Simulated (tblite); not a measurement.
Species: C2H3O2 (doublet state).
Z-matrix (Å and degrees, GFN2-xTB geometry), rows numbered from 1:
```
C 
O   1  1.3348
C   2  1.3422  1  120.28
O   3  1.2019  2  125.63  1     0.01
H   1  1.0702  2  115.55  3  -179.92
H   1  1.0748  2  119.98  3    -0.13
H   3  1.0980  2  108.74  1   179.95
```

Computed values, GFN2-xTB/tblite, gas phase, harmonic and unscaled. This tight-binding method is rough: wavenumbers can miss measured ones by several per cent, in bad cases by 10 to 20. One conformer, not necessarily the lowest. Open shells enter through the occupations alone, without spin polarisation, and single modes of such species can be off by tens of per cent.

Harmonic wavenumbers (cm⁻¹): 271.8, 285.9, 399.6, 485.2, 711.8, 870.7, 984.6, 1109.4, 1184.4, 1317.8, 1347.9, 1725.8, 2879.4, 3117.8, 3199.3.

A = 24365, B = 7008, C = 5443 MHz; mass 59.013 u (most abundant isotopes); point group Cs, symmetry number 1; spin multiplicity 2.

**Question.** What is the zero-point energy?

**Answer.** Half the sum of the wavenumbers: 9946 cm⁻¹ = 118.98 kJ/mol.

**Question.** Entropy at 400 K, 1 bar (ideal gas, RRHO, classical rotation)?

**Answer.** Translation 165.82, rotation 101.41, vibration 35.38, spin (R ln 2) 5.76: S = 308.4 J/(mol K).

**Question.** And Cp and H(400 K) − H(0)?

**Answer.** Cp = 82.76 J/(mol K), of which vibrations give 49.51 (their classical limit is 15 R = 124.7); H(400 K) − H(0) = 22.19 kJ/mol without the zero-point energy, 8.88 from vibrations.

**Question.** Which modes carry the vibrational entropy at 400 K?

**Answer.** 271.8 cm⁻¹: 8.83; 285.9 cm⁻¹: 8.44; 399.6 cm⁻¹: 5.98; 485.2 cm⁻¹: 4.67; 711.8 cm⁻¹: 2.45; 870.7 cm⁻¹: 1.56 J/(mol K); the other 9 give 3.46 together.

**Question.** What must be added to the electronic energy to get the Gibbs energy at 400 K and 1 bar?

**Answer.** ZPE + [H(400 K) − H(0)] − T·S = 118.98 + 22.19 − 123.35 = 17.82 kJ/mol.

**Question.** How do the functions run with temperature in this model?

**Answer.** 
```json
{"T (K)": "50", "S (J/(mol K))": "203.9", "Cp (J/(mol K))": "33.6", "H − H(0) (kJ/mol)": "1.67", "G − H(0) (kJ/mol)": "-8.53", "ln q(vib)": "0.00"}
{"T (K)": "100", "S (J/(mol K))": "228.7", "Cp (J/(mol K))": "39.6", "H − H(0) (kJ/mol)": "3.47", "G − H(0) (kJ/mol)": "-19.40", "ln q(vib)": "0.04"}
{"T (K)": "298.15", "S (J/(mol K))": "286.0", "Cp (J/(mol K))": "69.7", "H − H(0) (kJ/mol)": "14.41", "G − H(0) (kJ/mol)": "-70.87", "ln q(vib)": "0.93"}
{"T (K)": "373.15", "S (J/(mol K))": "302.7", "Cp (J/(mol K))": "79.5", "H − H(0) (kJ/mol)": "20.01", "G − H(0) (kJ/mol)": "-92.96", "ln q(vib)": "1.41"}
{"T (K)": "500", "S (J/(mol K))": "328.0", "Cp (J/(mol K))": "93.4", "H − H(0) (kJ/mol)": "31.02", "G − H(0) (kJ/mol)": "-133.00", "ln q(vib)": "2.27"}
{"T (K)": "750", "S (J/(mol K))": "369.8", "Cp (J/(mol K))": "112.4", "H − H(0) (kJ/mol)": "56.93", "G − H(0) (kJ/mol)": "-220.42", "ln q(vib)": "4.00"}
{"T (K)": "1000", "S (J/(mol K))": "403.9", "Cp (J/(mol K))": "124.6", "H − H(0) (kJ/mol)": "86.65", "G − H(0) (kJ/mol)": "-317.27", "ln q(vib)": "5.66"}
```

q(vib) and H(0) count from the zero-point level.

Hindered rotation and anharmonicity are outside this model. Other conformers, if any are populated, would add a mixing term that is left out.
